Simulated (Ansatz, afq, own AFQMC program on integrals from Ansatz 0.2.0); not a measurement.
**SiH2, triplet → SiH₂, singlet**

```xyz
3

Si    0.0000   -0.0507    0.0000
H     0.0000    0.7069   -1.2784
H     0.0000    0.7069    1.2784
```

E(singlet, charge +0) − E(triplet, charge +0) at this geometry, on UHF and UHF determinants.

Basis cc-pVDZ. Noble-gas cores (and the filled d shells of Ga–Kr and In–Xe) are frozen. Integrals, coupled cluster, full CI and functionals: Ansatz 0.2.0; the random walks run on the same integrals in our own AFQMC program. The CISD trial takes its coefficients from CCSD amplitudes. Released means that phaseless walkers are propagated on without the constraint, phases kept. Uncertainties: one standard error, sampling alone. The errors of all members are added in quadrature.

Full CI on the same integrals is exact in this basis and with this determinant's frozen core.

Errors are counted within cc-pVDZ, not against nature.

Cautions: SiH₂ (triplet): another spin lies lower; SiH₂ (singlet): strong correlation (T1 0.111, weight of the determinant 0.78, largest double 0.13), unrestricted determinant spin contaminated (⟨S²⟩ 0.67 against 0.00).

Reference (full CI): -7.9 kcal/mol.

| level | vertical spin gap (kcal/mol) | error against FCI (kcal/mol) |
| --- | --- | --- |
| HF | -1.4 | 6.5 |
| MP2 | -3.3 | 4.7 |
| CCSD | -7.2 | 0.8 |
| CCSD(T) | -7.4 | 0.5 |
| CCSDT | -7.9 | 0.1 |
| CCSDT(Q) | -7.9 | 0.0 |
| CCSDTQ | -7.9 | 0.0 |
| ph-AFQMC/CISD | -7.8 ± 0.06 | 0.1 ± 0.06 |
| released AFQMC | -7.9 ± 0.05 | 0.0 ± 0.05 |

Correlation beyond CCSD(T) takes off 0.5 kcal/mol. The perturbative (T) step is worth −0.2 kcal/mol. Where the cautions show a poor determinant, the low rows tell how each method copes with it, not its usual error.

CCSDT and higher add their correlation energy to the determinant of the CCSD(T) run, since their own runs factorise the integrals more tightly (a shift of under 2 meV). A walk keeps the symmetry of its determinant, which the program's search chose and which needn't be the lowest solution, so a lower state of the same spin and another symmetry isn't excluded. Released energies are given only where the last usable release times agree within the noise; a slower fall can still hide under it.
